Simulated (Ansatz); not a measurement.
hcp Ti, treated with PBEsol in Ansatz (plane waves, PAW).

Numerical settings: plane-wave cutoff 520 eV, 24×24×12 k mesh (along the axes of the cell as run), Fermi–Dirac smearing 0.05 eV, no spin polarisation, scalar-relativistic PAW data made under PBE.

Cell (relaxed at this level):

Space group P6₃/mmc (No. 194); a = b = 2.9011 Å, c = 4.5897 Å, α = β = 90.00°, γ = 120.00°

```
atom  site  symmetry       x       y       z
----  ----  --------  ------  ------  ------
Ti      2c      -6m2  0.3333  0.6667  0.2500
```

**Question.** What does this level give for the bulk modulus B0 and pressure derivative B′ of the bulk modulus?

**Answer.** 
* **bulk modulus B0**: 119 GPa
* **pressure derivative B′ of the bulk modulus**: 3.5

The run finds no gap.

Measured, for comparison: bulk modulus 108 GPa (zero-point energy and finite temperature contributions removed; as tabulated in doi:10.1021/acs.jctc.3c00612). Computed (rounded) less measured: bulk modulus +10 %.

Note: the bulk modulus comes from volumes at which shape and atoms were relaxed.

Static lattice: no zero-point or thermal effects.

Cost on a shared machine: around 5 core-minutes (rough).

Ansatz is a program for electronic structure.
